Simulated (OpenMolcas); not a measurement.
## SiH4 (SMILES [H][Si]([H])([H])[H]): methods side by side

The species is SiH4 (5 atoms), meant as a singlet with charge 0. As SMILES, `[H][Si]([H])([H])[H]`. The shape is that of a GFN2-xTB optimisation.

```
atom    x (Å)    y (Å)    z (Å)
  Si   0.0001   0.0000   0.0001
   H   0.0113  -0.0194   1.4609
   H   1.3735   0.0113  -0.4978
   H  -0.6966   1.1967  -0.4657
   H  -0.6882  -1.1885  -0.4975
```

Each level gives the energy change with the Si1–H2 bond stretched from 1.461 to 2.557 Å (eV). The values are calculated.

```
                     level                   kind     program  value (eV)  less FCI/STO-3G  CPU time (all runs)
 SVWN5/STO-3G (restricted)                    LDA  OpenMolcas        4.67            +0.52                6.1 s
   PBE/STO-3G (restricted)                    GGA  OpenMolcas        4.50            +0.35                6.7 s
r2SCAN/STO-3G (restricted)               meta-GGA  OpenMolcas        4.80            +0.65                8.3 s
  PBE0/STO-3G (restricted)          global hybrid  OpenMolcas        5.03            +0.88                6.7 s
B2PLYP/STO-3G (restricted)          double hybrid  OpenMolcas        5.00            +0.85                6.1 s
   MP2/STO-3G (restricted)    perturbation theory  OpenMolcas        5.18            +1.03                3.2 s
        CASPT2(2,2)/STO-3G         multireference  OpenMolcas        4.16            +0.01                3.3 s
  CISD/STO-3G (restricted)  coupled cluster or CI  OpenMolcas        4.43            +0.28                3.3 s
                FCI/STO-3G     exact in the basis  OpenMolcas        4.15             0.00                3.9 s
```

FCI/STO-3G is exact within its basis and frozen core, so for wave-function methods in that basis the difference is their error; functionals converge differently with the basis, so for them it is only a difference. The first shape isn't each level's own minimum. The values span 4.15 to 5.18 eV. All rows use very small basis sets, so even the best lies far from the true value. Times are those of the runs behind each value, whatever else they computed, on shared processors of several kinds: orders of magnitude only.
